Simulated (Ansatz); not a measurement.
Results of PBE0 in Ansatz (PAW) for solid chlorine.

Numerical settings: plane-wave cutoff 460 eV, 8×8×4 k mesh (along the axes of the cell as run), Fermi–Dirac smearing 0.01 eV, scalar-relativistic PAW data made under PBE.

Computed at the level's own relaxed cell.

Question: Give the computed lattice constant a, lattice parameter b, lattice parameter c and band gap.

Answer: 
- lattice constant a: 7.427 Å
- lattice parameter b: 4.562 Å
- lattice parameter c: 8.617 Å
- band gap: 5.04 eV (on the SCF k mesh) (direct)

Note: the cell comes from a level without a dispersion term, which matters for the spacing of layers, chains or molecules.

The computed numbers hold no vibrational or temperature effects.

Computing time: roughly 100 core-minutes.

Ansatz is a first-principles code.
